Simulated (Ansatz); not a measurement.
# BSiH2 (quartet): PBE, r2SCAN over a scan of the distance Si1–B2, 6-31G, part 2 of 2

Ansatz 0.2.0, Gaussian basis; 6-31G, all electrons in the functionals.

### Step 14. r2SCAN, 1.755 Å

in.yaml reads:

```yaml
crystal:
  periodic: [false, false, false]
  atoms:
    - {symbol: Si, position_ang: [0.000000, 0.000000, 0.575410]}
    - {symbol: B, position_ang: [0.000000, 0.000000, -1.179590]}
    - {symbol: H, position_ang: [0.000000, -1.075954, -1.690641]}
    - {symbol: H, position_ang: [0.000000, 1.075954, -1.690641]}
basis:
  gaussian: {orbitals: 6-31G}
magnetization: {spin_polarized: true, initial_magnetization: 3}
hamiltonian: {xc: {name: r2SCAN}}
output: {forces: true}
```

On the command line:

```bash
> ansatz run in.yaml --threads 1 --pin off --events-out ev --progress --plain --max-ram 4096MiB --backend cpu
```

The program printed, cut to the lines that bear on the results:

```text
Functional definition: r2SCAN
  name "r2SCAN"
  cite "Furness, Kaplan, Ning, Perdew & Sun, J. Phys. Chem. Lett. 11, 8208 (2020) doi:10.1021/acs.jpclett.0c02405"
  cite "Furness, Kaplan, Ning, Perdew & Sun, J. Phys. Chem. Lett. 11, 9248 (2020) doi:10.1021/acs.jpclett.0c03077"
  parent r2scan
[...]
330 factors; integrals over basis functions are off by at most 2.5e-4 eV
[...]
mean field -8579.34158577 eV, -315.2849879903 hartree, gradient 6.9e-6 eV, S^2 3.751414; 0 other end points of the search recorded, 0 dependent functions left out
[...]
reference -8579.34159524 eV, -315.2849883386 hartree; 12, 9 occupied and 14, 17 virtual orbitals, 330 factors
Total energy: -8579.34159524 eV, -315.2849883386 hartree
Atom 0 at     0.000000     0.000000     0.575410 Å, force     0.000000     0.000000     5.792729 eV/Å
Atom 1 at     0.000000     0.000000    -1.179590 Å, force    -0.000000     0.000000    -4.927307 eV/Å
Atom 2 at     0.000000    -1.075954    -1.690641 Å, force     0.000000     0.080470    -0.432711 eV/Å
Atom 3 at     0.000000     1.075954    -1.690641 Å, force     0.000000    -0.080470    -0.432711 eV/Å
Dipole moment:     0.000000    -0.000000     0.121625 e Å
```

Wall time 1.2 s (1 thread of AMD EPYC 7R13, shared host).

From the report: ⟨S²⟩ of the determinant 3.751 (pure quartet: 3.75).

### Step 15. r2SCAN, 1.993 Å

in.yaml reads:

```yaml
crystal:
  periodic: [false, false, false]
  atoms:
    - {symbol: Si, position_ang: [0.000000, 0.000000, 0.649966]}
    - {symbol: B, position_ang: [0.000000, 0.000000, -1.342837]}
    - {symbol: H, position_ang: [0.000000, -1.075954, -1.853888]}
    - {symbol: H, position_ang: [0.000000, 1.075954, -1.853888]}
basis:
  gaussian: {orbitals: 6-31G}
magnetization: {spin_polarized: true, initial_magnetization: 3}
hamiltonian: {xc: {name: r2SCAN}}
output: {forces: true}
```

Launched as before.

The program printed, cut to the lines that bear on the results:

```text
Functional definition: r2SCAN
  name "r2SCAN"
  cite "Furness, Kaplan, Ning, Perdew & Sun, J. Phys. Chem. Lett. 11, 8208 (2020) doi:10.1021/acs.jpclett.0c02405"
  cite "Furness, Kaplan, Ning, Perdew & Sun, J. Phys. Chem. Lett. 11, 9248 (2020) doi:10.1021/acs.jpclett.0c03077"
  parent r2scan
[...]
330 factors; integrals over basis functions are off by at most 2.5e-4 eV
[...]
mean field -8579.98276297 eV, -315.3085508179 hartree, gradient 8.4e-6 eV, S^2 3.751639; 0 other end points of the search recorded, 0 dependent functions left out
[...]
reference -8579.98277250 eV, -315.3085511681 hartree; 12, 9 occupied and 14, 17 virtual orbitals, 330 factors
Total energy: -8579.98277250 eV, -315.3085511681 hartree
Atom 0 at     0.000000     0.000000     0.649966 Å, force     0.000000    -0.000000     0.441782 eV/Å
Atom 1 at     0.000000     0.000000    -1.342837 Å, force    -0.000000     0.000000    -0.227903 eV/Å
Atom 2 at     0.000000    -1.075954    -1.853888 Å, force     0.000000    -0.005458    -0.106940 eV/Å
Atom 3 at     0.000000     1.075954    -1.853888 Å, force     0.000000     0.005458    -0.106940 eV/Å
Dipole moment:    -0.000000     0.000000     0.060251 e Å
```

It took 1.2 s on 1 thread of AMD EPYC 7R13, shared host.

From the report: ⟨S²⟩ of the determinant 3.752 (pure quartet: 3.75).

### Step 16. r2SCAN, 2.197 Å

in.yaml reads:

```yaml
crystal:
  periodic: [false, false, false]
  atoms:
    - {symbol: Si, position_ang: [0.000000, 0.000000, 0.713986]}
    - {symbol: B, position_ang: [0.000000, 0.000000, -1.483014]}
    - {symbol: H, position_ang: [0.000000, -1.075954, -1.994065]}
    - {symbol: H, position_ang: [0.000000, 1.075954, -1.994065]}
basis:
  gaussian: {orbitals: 6-31G}
magnetization: {spin_polarized: true, initial_magnetization: 3}
hamiltonian: {xc: {name: r2SCAN}}
```

Same command.

The program printed, cut to the lines that bear on the results:

```text
Functional definition: r2SCAN
  name "r2SCAN"
  cite "Furness, Kaplan, Ning, Perdew & Sun, J. Phys. Chem. Lett. 11, 8208 (2020) doi:10.1021/acs.jpclett.0c02405"
  cite "Furness, Kaplan, Ning, Perdew & Sun, J. Phys. Chem. Lett. 11, 9248 (2020) doi:10.1021/acs.jpclett.0c03077"
  parent r2scan
[...]
330 factors; integrals over basis functions are off by at most 2.5e-4 eV
[...]
mean field -8579.86617949 eV, -315.3042664541 hartree, gradient 9.3e-6 eV, S^2 3.752313; 3 other end points of the search recorded, 0 dependent functions left out
reference -8579.86618911 eV, -315.3042668077 hartree; 12, 9 occupied and 14, 17 virtual orbitals, 330 factors
Total energy: -8579.86618911 eV, -315.3042668077 hartree
```

Run time: 2 s. Hardware: 1 thread of AMD EPYC 7R13, shared host.

From the report: ⟨S²⟩ of the determinant 3.752 (pure quartet: 3.75).

From 1.993 Å: +11.2 kJ/mol.

### Step 17. r2SCAN, 2.465 Å

in.yaml reads:

```yaml
crystal:
  periodic: [false, false, false]
  atoms:
    - {symbol: Si, position_ang: [0.000000, 0.000000, 0.798010]}
    - {symbol: B, position_ang: [0.000000, 0.000000, -1.666990]}
    - {symbol: H, position_ang: [0.000000, -1.075954, -2.178041]}
    - {symbol: H, position_ang: [0.000000, 1.075954, -2.178041]}
basis:
  gaussian: {orbitals: 6-31G}
magnetization: {spin_polarized: true, initial_magnetization: 3}
hamiltonian: {xc: {name: r2SCAN}}
output: {forces: true}
```

Launched as before.

The program printed, cut to the lines that bear on the results:

```text
Functional definition: r2SCAN
  name "r2SCAN"
  cite "Furness, Kaplan, Ning, Perdew & Sun, J. Phys. Chem. Lett. 11, 8208 (2020) doi:10.1021/acs.jpclett.0c02405"
  cite "Furness, Kaplan, Ning, Perdew & Sun, J. Phys. Chem. Lett. 11, 9248 (2020) doi:10.1021/acs.jpclett.0c03077"
  parent r2scan
[...]
330 factors; integrals over basis functions are off by at most 2.6e-4 eV
[...]
mean field -8579.41569755 eV, -315.2877115480 hartree, gradient 2.9e-5 eV, S^2 3.754085; 3 other end points of the search recorded, 0 dependent functions left out
[...]
reference -8579.41570736 eV, -315.2877119087 hartree; 12, 9 occupied and 14, 17 virtual orbitals, 330 factors
Total energy: -8579.41570736 eV, -315.2877119087 hartree
Atom 0 at     0.000000     0.000000     0.798010 Å, force    -0.000000    -0.000000    -1.859684 eV/Å
Atom 1 at     0.000000     0.000000    -1.666990 Å, force     0.000000     0.000000     1.226008 eV/Å
Atom 2 at     0.000000    -1.075954    -2.178041 Å, force    -0.000000    -0.102098     0.316838 eV/Å
Atom 3 at     0.000000     1.075954    -2.178041 Å, force    -0.000000     0.102098     0.316838 eV/Å
Dipole moment:     0.000000     0.000000    -0.092805 e Å
```

It took 1.8 s on 1 thread of AMD EPYC 7R13, shared host.

From the report: ⟨S²⟩ of the determinant 3.754 (pure quartet: 3.75).

From 1.993 Å: +54.7 kJ/mol.

### Step 18. r2SCAN, 2.815 Å

in.yaml reads:

```yaml
crystal:
  periodic: [false, false, false]
  atoms:
    - {symbol: Si, position_ang: [0.000000, 0.000000, 0.907742]}
    - {symbol: B, position_ang: [0.000000, 0.000000, -1.907258]}
    - {symbol: H, position_ang: [0.000000, -1.075954, -2.418309]}
    - {symbol: H, position_ang: [0.000000, 1.075954, -2.418309]}
basis:
  gaussian: {orbitals: 6-31G}
magnetization: {spin_polarized: true, initial_magnetization: 3}
hamiltonian: {xc: {name: r2SCAN}}
output: {forces: true}
```

The command is unchanged.

The program printed, cut to the lines that bear on the results:

```text
Functional definition: r2SCAN
  name "r2SCAN"
  cite "Furness, Kaplan, Ning, Perdew & Sun, J. Phys. Chem. Lett. 11, 8208 (2020) doi:10.1021/acs.jpclett.0c02405"
  cite "Furness, Kaplan, Ning, Perdew & Sun, J. Phys. Chem. Lett. 11, 9248 (2020) doi:10.1021/acs.jpclett.0c03077"
  parent r2scan
[...]
330 factors; integrals over basis functions are off by at most 2.6e-4 eV
[...]
mean field -8578.79104796 eV, -315.2647560992 hartree, gradient 2.9e-5 eV, S^2 3.755650; 4 other end points of the search recorded, 0 dependent functions left out
[...]
reference -8578.79105795 eV, -315.2647564663 hartree; 12, 9 occupied and 14, 17 virtual orbitals, 330 factors
Total energy: -8578.79105795 eV, -315.2647564663 hartree
Atom 0 at     0.000000     0.000000     0.907742 Å, force    -0.000000    -0.000000    -1.634711 eV/Å
Atom 1 at     0.000000     0.000000    -1.907258 Å, force     0.000000     0.000000     0.819594 eV/Å
Atom 2 at     0.000000    -1.075954    -2.418309 Å, force    -0.000000    -0.125873     0.407558 eV/Å
Atom 3 at     0.000000     1.075954    -2.418309 Å, force    -0.000000     0.125873     0.407558 eV/Å
Dipole moment:    -0.000000     0.000000    -0.188818 e Å
```

It took 2.2 s on 1 thread of AMD EPYC 7R13, shared host.

From the report: ⟨S²⟩ of the determinant 3.756 (pure quartet: 3.75).

From 1.993 Å: +115.0 kJ/mol.

### Step 19. r2SCAN, 3.153 Å

in.yaml reads:

```yaml
crystal:
  periodic: [false, false, false]
  atoms:
    - {symbol: Si, position_ang: [0.000000, 0.000000, 1.013712]}
    - {symbol: B, position_ang: [0.000000, 0.000000, -2.139288]}
    - {symbol: H, position_ang: [0.000000, -1.075954, -2.650339]}
    - {symbol: H, position_ang: [0.000000, 1.075954, -2.650339]}
basis:
  gaussian: {orbitals: 6-31G}
magnetization: {spin_polarized: true, initial_magnetization: 3}
hamiltonian: {xc: {name: r2SCAN}}
```

The command is unchanged.

The program printed, cut to the lines that bear on the results:

```text
Functional definition: r2SCAN
  name "r2SCAN"
  cite "Furness, Kaplan, Ning, Perdew & Sun, J. Phys. Chem. Lett. 11, 8208 (2020) doi:10.1021/acs.jpclett.0c02405"
  cite "Furness, Kaplan, Ning, Perdew & Sun, J. Phys. Chem. Lett. 11, 9248 (2020) doi:10.1021/acs.jpclett.0c03077"
  parent r2scan
[...]
330 factors; integrals over basis functions are off by at most 2.6e-4 eV
[...]
mean field -8578.30881907 eV, -315.2470345142 hartree, gradient 3.9e-5 eV, S^2 3.755081; 6 other end points of the search recorded, 0 dependent functions left out
reference -8578.30882919 eV, -315.2470348861 hartree; 12, 9 occupied and 14, 17 virtual orbitals, 330 factors
Total energy: -8578.30882919 eV, -315.2470348861 hartree
```

Wall time 3 s (1 thread of AMD EPYC 7R13, shared host).

From the report: ⟨S²⟩ of the determinant 3.755 (pure quartet: 3.75).

From 1.993 Å: +161.5 kJ/mol.

### Step 20. r2SCAN, 3.630 Å

in.yaml reads:

```yaml
crystal:
  periodic: [false, false, false]
  atoms:
    - {symbol: Si, position_ang: [0.000000, 0.000000, 1.163261]}
    - {symbol: B, position_ang: [0.000000, 0.000000, -2.466739]}
    - {symbol: H, position_ang: [0.000000, -1.075954, -2.977790]}
    - {symbol: H, position_ang: [0.000000, 1.075954, -2.977790]}
basis:
  gaussian: {orbitals: 6-31G}
magnetization: {spin_polarized: true, initial_magnetization: 3}
hamiltonian: {xc: {name: r2SCAN}}
output: {forces: true}
```

Same command.

The program printed, cut to the lines that bear on the results:

```text
Functional definition: r2SCAN
  name "r2SCAN"
  cite "Furness, Kaplan, Ning, Perdew & Sun, J. Phys. Chem. Lett. 11, 8208 (2020) doi:10.1021/acs.jpclett.0c02405"
  cite "Furness, Kaplan, Ning, Perdew & Sun, J. Phys. Chem. Lett. 11, 9248 (2020) doi:10.1021/acs.jpclett.0c03077"
  parent r2scan
[...]
330 factors; integrals over basis functions are off by at most 2.7e-4 eV
[...]
mean field -8577.88781773 eV, -315.2315630004 hartree, gradient 1.3e-5 eV, S^2 3.752888; 9 other end points of the search recorded, 0 dependent functions left out
[...]
reference -8577.88782804 eV, -315.2315633791 hartree; 12, 9 occupied and 14, 17 virtual orbitals, 330 factors
Total energy: -8577.88782804 eV, -315.2315633791 hartree
Atom 0 at     0.000000     0.000000     1.163261 Å, force    -0.000000    -0.000000    -0.590394 eV/Å
Atom 1 at     0.000000     0.000000    -2.466739 Å, force    -0.000000     0.000000     0.202433 eV/Å
Atom 2 at     0.000000    -1.075954    -2.977790 Å, force     0.000000    -0.076870     0.193981 eV/Å
Atom 3 at     0.000000     1.075954    -2.977790 Å, force     0.000000     0.076870     0.193981 eV/Å
Dipole moment:    -0.000000    -0.000000    -0.392223 e Å
```

Run time: 4.1 s. Hardware: 1 thread of AMD EPYC 7R13, shared host.

From the report: ⟨S²⟩ of the determinant 3.753 (pure quartet: 3.75).

From 1.993 Å: +202.1 kJ/mol.

### Step 21. r2SCAN, 4.336 Å

in.yaml reads:

```yaml
crystal:
  periodic: [false, false, false]
  atoms:
    - {symbol: Si, position_ang: [0.000000, 0.000000, 1.384607]}
    - {symbol: B, position_ang: [0.000000, 0.000000, -2.951393]}
    - {symbol: H, position_ang: [0.000000, -1.075954, -3.462444]}
    - {symbol: H, position_ang: [0.000000, 1.075954, -3.462444]}
basis:
  gaussian: {orbitals: 6-31G}
magnetization: {spin_polarized: true, initial_magnetization: 3}
hamiltonian: {xc: {name: r2SCAN}}
```

Same command.

The program printed, cut to the lines that bear on the results:

```text
Functional definition: r2SCAN
  name "r2SCAN"
  cite "Furness, Kaplan, Ning, Perdew & Sun, J. Phys. Chem. Lett. 11, 8208 (2020) doi:10.1021/acs.jpclett.0c02405"
  cite "Furness, Kaplan, Ning, Perdew & Sun, J. Phys. Chem. Lett. 11, 9248 (2020) doi:10.1021/acs.jpclett.0c03077"
  parent r2scan
[...]
330 factors; integrals over basis functions are off by at most 2.7e-4 eV
[...]
mean field -8577.63860763 eV, -315.2224046983 hartree, gradient 1.5e-6 eV, S^2 3.751800; 10 other end points of the search recorded, 0 dependent functions left out
reference -8577.63861913 eV, -315.2224051206 hartree; 12, 9 occupied and 14, 17 virtual orbitals, 330 factors
Total energy: -8577.63861913 eV, -315.2224051206 hartree
```

Run time: 4.7 s. Hardware: 1 thread of AMD EPYC 7R13, shared host.

From the report: ⟨S²⟩ of the determinant 3.752 (pure quartet: 3.75).

From 1.993 Å: +226.2 kJ/mol.

### Step 22. r2SCAN, 5.335 Å

in.yaml reads:

```yaml
crystal:
  periodic: [false, false, false]
  atoms:
    - {symbol: Si, position_ang: [0.000000, 0.000000, 4.256776]}
    - {symbol: B, position_ang: [0.000000, 0.000000, -1.078225]}
    - {symbol: H, position_ang: [0.000000, -1.075954, -1.589276]}
    - {symbol: H, position_ang: [0.000000, 1.075954, -1.589276]}
basis:
  gaussian: {orbitals: 6-31G}
magnetization: {spin_polarized: true, initial_magnetization: 3}
hamiltonian: {xc: {name: r2SCAN}}
output: {forces: true}
```

Same command.

The program printed, cut to the lines that bear on the results:

```text
Functional definition: r2SCAN
  name "r2SCAN"
  cite "Furness, Kaplan, Ning, Perdew & Sun, J. Phys. Chem. Lett. 11, 8208 (2020) doi:10.1021/acs.jpclett.0c02405"
  cite "Furness, Kaplan, Ning, Perdew & Sun, J. Phys. Chem. Lett. 11, 9248 (2020) doi:10.1021/acs.jpclett.0c03077"
  parent r2scan
[...]
330 factors; integrals over basis functions are off by at most 2.7e-4 eV
[...]
mean field -8577.53151930 eV, -315.2184692747 hartree, gradient 3.8e-9 eV, S^2 3.751530; 9 other end points of the search recorded, 0 dependent functions left out
[...]
reference -8577.53153109 eV, -315.2184697079 hartree; 12, 9 occupied and 14, 17 virtual orbitals, 330 factors
Total energy: -8577.53153109 eV, -315.2184697079 hartree
Atom 0 at     0.000000     0.000000     4.256776 Å, force    -0.000000    -0.000000    -0.046171 eV/Å
Atom 1 at     0.000000     0.000000    -1.078225 Å, force     0.000000     0.000000     0.135441 eV/Å
Atom 2 at     0.000000    -1.075954    -1.589276 Å, force    -0.000000    -0.070298    -0.044635 eV/Å
Atom 3 at     0.000000     1.075954    -1.589276 Å, force    -0.000000     0.070298    -0.044635 eV/Å
Dipole moment:     0.000000    -0.000000    -0.144633 e Å
```

Wall time 9 s (1 thread of AMD EPYC 7R13, shared host).

From the report: ⟨S²⟩ of the determinant 3.752 (pure quartet: 3.75).

From 1.993 Å: +236.5 kJ/mol.

### Step 23. r2SCAN, 6.728 Å

in.yaml reads:

```yaml
crystal:
  periodic: [false, false, false]
  atoms:
    - {symbol: Si, position_ang: [0.000000, 0.000000, 5.301525]}
    - {symbol: B, position_ang: [0.000000, 0.000000, -1.426475]}
    - {symbol: H, position_ang: [0.000000, -1.075954, -1.937525]}
    - {symbol: H, position_ang: [0.000000, 1.075954, -1.937525]}
basis:
  gaussian: {orbitals: 6-31G}
magnetization: {spin_polarized: true, initial_magnetization: 3}
hamiltonian: {xc: {name: r2SCAN}}
output: {forces: true}
```

Launched as before.

The program printed, cut to the lines that bear on the results:

```text
Functional definition: r2SCAN
  name "r2SCAN"
  cite "Furness, Kaplan, Ning, Perdew & Sun, J. Phys. Chem. Lett. 11, 8208 (2020) doi:10.1021/acs.jpclett.0c02405"
  cite "Furness, Kaplan, Ning, Perdew & Sun, J. Phys. Chem. Lett. 11, 9248 (2020) doi:10.1021/acs.jpclett.0c03077"
  parent r2scan
[...]
330 factors; integrals over basis functions are off by at most 2.7e-4 eV
[...]
mean field -8577.50806899 eV, -315.2176074915 hartree, gradient 3.3e-9 eV, S^2 3.751446; 10 other end points of the search recorded, 0 dependent functions left out
[...]
reference -8577.50808224 eV, -315.2176079786 hartree; 12, 9 occupied and 14, 17 virtual orbitals, 330 factors
Total energy: -8577.50808224 eV, -315.2176079786 hartree
Atom 0 at     0.000000     0.000000     5.301525 Å, force     0.000000    -0.000000    -0.003572 eV/Å
Atom 1 at     0.000000     0.000000    -1.426475 Å, force     0.000000     0.000000     0.153732 eV/Å
Atom 2 at     0.000000    -1.075954    -1.937525 Å, force    -0.000000    -0.071552    -0.075080 eV/Å
Atom 3 at     0.000000     1.075954    -1.937525 Å, force    -0.000000     0.071552    -0.075080 eV/Å
Dipole moment:     0.000000     0.000000    -0.078174 e Å
```

It took 7 s on 1 thread of AMD EPYC 7R13, shared host.

From the report: ⟨S²⟩ of the determinant 3.751 (pure quartet: 3.75).

From 1.993 Å: +238.8 kJ/mol.

### Step 24. The comparison

The yardstick is full CI for this spin, exact in this basis with these frozen cores. It and the other wave-function rows come from earlier runs at the same points. Energies in kJ/mol, counted from 1.993 Å; blanks weren't run or aren't comparable.

| level | 1.573 Å | 1.755 Å | 1.993 Å | 2.197 Å | 2.465 Å | 2.815 Å | 3.153 Å | 3.630 Å | 4.336 Å | 5.335 Å | 6.728 Å |
| --- | --- | --- | --- | --- | --- | --- | --- | --- | --- | --- | --- |
| FCI | 257.5 | 72.6 | 0.0 | 6.3 | 47.8 | 107.6 | 148.7 | 177.7 | 192.2 | 197.9 | 199.4 |
| PBE | 235.1 | 63.7 | 0.0 | 8.4 | 48.5 | 106.4 | 152.8 | 198.3 | 229.5 | 242.1 | 245.7 |
| r2SCAN | 234.3 | 61.9 | 0.0 | 11.2 | 54.7 | 115.0 | 161.5 | 202.1 | 226.2 | 236.5 | 238.8 |
| ROHF | 255.9 | 70.2 | 0.0 | 9.7 | 53.1 | 94.6 | 113.7 | 127.3 | 135.9 | 140.1 | 141.2 |
| UHF | 256.1 | 70.6 | 0.0 | 8.1 | 46.7 | 89.8 | 112.3 | 127.3 | 136.2 | 140.4 | 141.5 |
| RMP2 | 251.4 | 68.9 | 0.0 | 9.1 | 53.4 | 119.5 | 151.5 | 172.3 | 184.4 | 189.8 | 191.2 |
| UMP2 | 251.3 | 68.7 | 0.0 | 10.0 | 57.5 | 118.1 | 150.8 | 172.0 | 184.1 | 189.5 | 190.9 |
| RCCSD | 256.1 | 71.7 | 0.0 | 7.2 | 49.7 | 107.6 | 146.2 | 172.6 | 186.2 | 191.8 | 193.2 |
| RCCSD(T) | 257.0 | 72.3 | 0.0 | 6.7 | 48.7 | 108.7 | 148.9 | 176.7 | 190.7 | 196.4 | 197.8 |
| UCCSD(T) | 257.0 | 72.3 | 0.0 | 6.6 | 48.8 | 108.8 | 149.0 | 176.7 | 190.7 | 196.4 | 197.9 |
| RCCSDT(Q) | 257.5 | 72.6 | 0.0 | 6.3 | 47.8 | 107.5 | 148.7 | 177.6 | 192.2 | 197.9 | 199.4 |
| UCCSDT(Q) | 257.5 | 72.6 | 0.0 | 6.2 | 47.6 | 107.4 | 148.7 | 177.7 | 192.2 | 197.9 | 199.4 |
| CASSCF valence | 258.8 | 73.2 | 0.0 | 5.8 | 46.3 | 104.0 | 142.0 | 165.2 | 175.4 | 179.7 | 180.9 |
| NEVPT2 valence | 257.4 | 72.5 | 0.0 | 6.5 | 48.5 | 108.9 | 150.6 | 179.5 | 192.7 | 197.9 | 199.3 |
| MRCISD+Q valence | 257.6 | 72.7 | 0.0 | 6.2 | 47.5 | 107.2 | 148.3 | 177.4 | 191.3 | 196.8 | 198.3 |

Largest miss and mean time a point (FCI took 16 s a point; shared hosts):

| level | largest miss (kJ/mol) | where | time a point |
| --- | --- | --- | --- |
| PBE | +46.2 | 6.728 Å | 1.5 s |
| r2SCAN | +39.4 | 6.728 Å | 3.4 s |
| ROHF | -58.2 | 6.728 Å |  |
| UHF | -57.9 | 6.728 Å |  |
| RMP2 | +11.9 | 2.815 Å |  |
| UMP2 | +10.6 | 2.815 Å |  |
| RCCSD | -6.2 | 6.728 Å |  |
| RCCSD(T) | -1.6 | 6.728 Å | 1.3 s |
| UCCSD(T) | -1.5 | 6.728 Å | 1.4 s |
| RCCSDT(Q) | -0.1 | 2.815 Å | 4.3 s |
| UCCSDT(Q) | -0.2 | 2.815 Å | 3.9 s |
| CASSCF valence | -18.5 | 6.728 Å |  |
| NEVPT2 valence | +1.9 | 3.153 Å | 2.8 s |
| MRCISD+Q valence | -1.1 | 6.728 Å | 13 s |

### Step 25. What came out

The summary covers parts 1 to 2.

| quantity | value |
| --- | --- |
| span of the FCI curve | 257.5 kJ/mol |
| largest miss, PBE | +46.2 kJ/mol (6.728 Å) |
| largest miss, r2SCAN | +39.4 kJ/mol (6.728 Å) |
| largest miss, RCCSD(T) | -1.6 kJ/mol (6.728 Å) |
| largest miss, UCCSD(T) | -1.5 kJ/mol (6.728 Å) |

What this shows: Of the functionals, r2SCAN keep the smallest largest miss at the points compared (at most 39.4 kJ/mol) and PBE strays most (46.2 kJ/mol, at 6.728 Å). Functionals and the yardstick converge differently with the basis, so part of each miss in 6-31G is the basis.
